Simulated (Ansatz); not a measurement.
Input file:

```yaml
crystal:
  periodic: [false, false, false]
  atoms:
    - {symbol: Ga, position_ang: [0.000000, -0.032139, 0.017326]}
    - {symbol: H, position_ang: [0.000000, 1.464256, -2.598968]}
    - {symbol: H, position_ang: [0.000000, 0.758935, 1.400438]}
basis:
  gaussian: {orbitals: aug-cc-pVDZ}
magnetization: {spin_polarized: false, initial_magnetization: 1}
correlation: {method: fci, electrons: outside_noble_gas}
```

```sh
$ ansatz run in.yaml --threads 1 --pin off --events-out ev --progress --plain --max-ram 2393MiB
```

The program prints:

```
959 factors; integrals over basis functions are off by at most 2.6e-7 eV
mean field evaluation 1: about -52359.7255 eV, gradient 7.8e0 eV
mean field evaluation 2: about -52359.7259 eV, gradient 7.8e0 eV
mean field evaluation 4: about -52361.0957 eV, gradient 3.1e0 eV
mean field evaluation 8: about -52361.8124 eV, gradient 1.5e0 eV
mean field evaluation 16: about -52355.3572 eV, gradient 2.1e1 eV
mean field evaluation 32: about -52355.0958 eV, gradient 1.4e-6 eV
mean field -52361.86884049 eV, -1924.2631877386 hartree, gradient 1.5e-6 eV, S^2 0.750000; 5 other end points of the search recorded, 0 dependent functions left out
mean field evaluation 64: about -52361.9504 eV, gradient 2.0e-3 eV
14 core orbitals not correlated: weight in the atoms' cores, before any rotation towards them, 0.999 or more for the frozen orbitals, at most 0.001 for the correlated occupied ones
reference -52361.86884049 eV, -1924.2631877386 hartree; 3, 2 occupied and 37, 38 virtual orbitals, 959 factors
state -52363.98698505 eV, -1924.3410281154 hartree
Total energy: -52363.98698505 eV, -1924.3410281154 hartree
```

Natural occupations: 1.9502 1.8755 0.9964 0.0609 0.0437 0.0272 0.0086 0.0084 0.0083 0.0054 0.0035 0.0030 0.0017 0.0016 0.0011 0.0010 0.0008 0.0006 0.0004 0.0004 0.0002 0.0002 0.0002 0.0002.

Ran on 1 thread of AMD EPYC 9R45, shared host: 34 s wall, 0.53 GiB peak host memory.
